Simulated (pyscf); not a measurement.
Single points on ωB97X-D3(BJ)/def2-SVP structures (PySCF, gas phase).

Task: For the elementary gas-phase step H₂O + HO–Si•(F)–F → HO–Si(OH)(F)–F + H• (doublet surface; H–O broken, O–Si formed), what barrier and reaction energy does r²SCAN/def2-TZVP give, measured from the separated reactants?

Result: ΔE‡ = 12.0 kcal/mol, ΔE = -16.5 kcal/mol. ωB97M-D3(BJ)/def2-TZVP gives 15.8 kcal/mol and -19.7 kcal/mol. Zero-point energy shifts the barrier by -3.4 kcal/mol. It is a substitution at O, with an imaginary mode of 1663i cm⁻¹. On the reactant side the descent ends in a bound adduct, 8.7 kcal/mol under the separated species and 28.0 kcal/mol under the saddle at ωB97X-D3(BJ)/def2-TZVP. At ωB97X-D3(BJ)/def2-TZVP the barrier from the zero used here is 19.3 kcal/mol. This is the saddle that the search found; another between the same sides may lie lower. The angle at the attacked O is 137°.
